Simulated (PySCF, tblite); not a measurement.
# CH2Br2O, a complex of two parts: NMR shifts, interaction energy, infrared bands, spin-spin couplings and core binding energies

An exercise on one series of results from a longer session: the logs are not shown, and one member is left open.

Computed with tblite 0.8.0 and PySCF 2.14.0; each step states its level. No surroundings beyond the atoms listed, unless a continuum is named. Atoms count from 0, parts from 1.

### The system as given

6 atoms, charge 0, multiplicity 1; geometry: rigid parts in contact. Parts: 1 = atoms 0–1, `BrBr`, charge 0; 2 = atoms 2–5, `C=O`, charge 0.

The first run:

Job settings and geometry (Å):

```
{"job": {"kind": "dock", "xc": "GFN2-xTB", "basis": "xTB"}, "charge": 0, "multiplicity": 1, "parts": [{"atoms": "0-1", "charge": 0, "multiplicity": 1}, {"atoms": "2-5", "charge": 0, "multiplicity": 1}]}
Br     1.140639    -0.007664     0.009453
Br    -1.140639     0.007664    -0.009453
C      4.601051    -0.362963     0.821716
O      3.694920     0.398498     0.679906
H      4.539601    -1.249325     1.475191
H      5.570763    -0.239688     0.310886
```

Level: GFN2-xTB search for minima from random contacts, gas phase.

The run is started by

```
OMP_NUM_THREADS=1 python cluster_run.py task.json out
```

This one command runs all jobs of the session in turn.

Steps of the session up to this table: Bringing the parts together with GFN2-xTB; Optimising the geometry at PBE0-D3(BJ)/def2-TZVPD; NMR shieldings: PBE0/pcSseg-2; Coupled-cluster interaction energy: CCSD(T) and MP2.

One of the session's tables, all rows but one given; the rest of the session is left out.

It belongs to the step «Coupled-cluster interaction energy: CCSD(T) and MP2». 

```
                 method  interaction energy (kcal/mol)
         HF/aug-cc-pVDZ                          -0.80
        MP2/aug-cc-pVDZ                          -3.77
       CCSD/aug-cc-pVDZ                          -2.51
    CCSD(T)/aug-cc-pVDZ                              ?
         HF/aug-cc-pVQZ                          -0.20
        MP2/aug-cc-pVQZ                          -4.50
    SCS-MP2/aug-cc-pVQZ                          -3.34
      MP2, extrapolated                          -4.74
CCSD(T), limit estimate                          -3.99
```

Q: Estimate the row for CCSD(T)/aug-cc-pVDZ from the others.

The run gave: interaction energy (kcal/mol): -3.02. In the column «interaction energy (kcal/mol)» it lies between SCS-MP2/aug-cc-pVQZ (-3.34) and CCSD/aug-cc-pVDZ (-2.51).
